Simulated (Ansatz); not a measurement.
## C2H4P, doublet: CASSCF and its corrections

Calculated in Ansatz's Gaussian-basis code. Basis cc-pVTZ on C/H, cc-pV(T+d)Z on P, nonrelativistic, 7 orbitals frozen in the corrections. State-specific CASSCF; RHF is the lowest restricted (open-shell) Hartree–Fock solution met. On stretched bonds single-reference methods can fail or change state. Solutions may break the symmetry of the shape. Lower solutions, or ones in other orbitals, may exist.

Geometry:

```csv
atom,x (Å),y (Å),z (Å)
C,0.0000,-1.3501,-0.4785
P,0.0000,0.3779,-0.4667
C,0.0000,0.7488,1.2211
H,0.0000,-1.9703,0.4165
H,0.0000,-1.8804,-1.4274
H,0.0000,1.7872,1.5426
H,0.0000,0.0023,2.0139
```

(1) What do CASSCF and its corrections give against RHF in CAS(3,3), and what are the occupations?

(2) How do single-reference totals in the same basis and frozen core stand against SC-NEVPT2 in CAS(3,3)?

(3) Roughly how much CPU time does a whole run from the default start take (median of such runs, summed over threads; nearly all runs on one pinned thread of a shared server, mostly Xeon at 2.3 to 2.6 GHz, by a development driver)?

Results:

(1) CASSCF -1.149 eV, SC-NEVPT2 -13.106 eV; occupations 1.87, 1.00, 0.13.

(2) CCSD(T) -1.561 eV. Coupled cluster stands on the determinant that it favours, which can lie over the RHF solution above, and is in doubt where the occupations are far from 0, 1 and 2.

(3) CAS(3,3): about 37 s. Other jobs ran beside these, and the count of passes differs.
